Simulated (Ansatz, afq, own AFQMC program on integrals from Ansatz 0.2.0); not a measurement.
Where AFQMC and coupled cluster stand for AlNH₃⁺, singlet

```xyz
5

Al    0.0000   -0.1040    0.6488
N     0.0000    0.0875   -1.1147
H     0.0000    1.2565    1.4988
H     0.0000    0.9771   -1.5913
H     0.0000   -0.6657   -1.7833
```

Connectivity, by distances: AlH–NH2.

Basis cc-pVDZ. Noble-gas cores (and the filled d shells of Ga–Kr and In–Xe) are frozen. Integrals, coupled cluster, full CI and functionals: Ansatz 0.2.0; the random walks run on the same integrals in our own AFQMC program. ph-AFQMC/CISD is guided by a CISD state made of CCSD amplitudes; releasing the constraint for a short imaginary time cuts its bias at the price of noise, slowly where states lie close. Free projection: walkers drawn from exp(T), propagated without any constraint. Its projection time is finite, and what remains of the start isn't in its error. Uncertainties: one standard error, sampling alone.

Determinant: RHF, the one that the program's search chose, which needn't be the lowest solution. The geometry is a PBE0/def2-TZVP stationary point of this or a neighbouring charge and spin state.

No full CI on the walks' own integrals is used here; CCSDTQ serves as the reference and is uncertain by about the last step of the cluster series.

Cautions: raised T1 diagnostic (T1 0.021, weight of the determinant 0.89, largest double 0.07); the released energies are still falling, so no released level is given (meV from the phaseless value at times in 1/Eh: -6 ± 4 at 0.24, -4 ± 4 at 0.51, -10 ± 5 at 0.99, -10 ± 4 at 1.62, -16 ± 6 at 2.40).

The T1 diagnostic is 0.0207. The weight of the determinant in the CISD state is 0.892. The size of the correlated space is 10 electrons in 41 orbitals.

```csv
level,correlation energy (eV)
MP2,-6.1549
CCSD,-6.7369
CCSD(T),-6.9144
```

Question: Estimate where phaseless AFQMC with a CISD trial lies against CCSD(T) on the same integrals.

Answer: 2.9 ± 0.4 kJ/mol below CCSD(T).

Reference: CCSDTQ, correlation energy -6.947 eV.

```
        level  E − E(reference) (kJ/mol)  share of correlation (%)
      CCSD(T)                        3.2                     99.53
        CCSDT                        1.6                     99.77
     CCSDT(Q)                       -0.2                    100.04
  ph-AFQMC/HF                -16.8 ± 2.4                    102.50
ph-AFQMC/CISD                  0.2 ± 0.4                     99.96
   free AFQMC                  0.1 ± 0.3                     99.98
```

CCSDT and higher add their correlation energy to the determinant of the CCSD(T) run, since their own runs factorise the integrals more tightly (a shift of under 2 meV). Free projections are given only where their last times agree within the noise and don't stop above the reference; a slow remainder of the start can still hide under it. A walk keeps the symmetry of its determinant, which the program's search chose and which needn't be the lowest solution, so a lower state of the same spin and another symmetry isn't excluded.
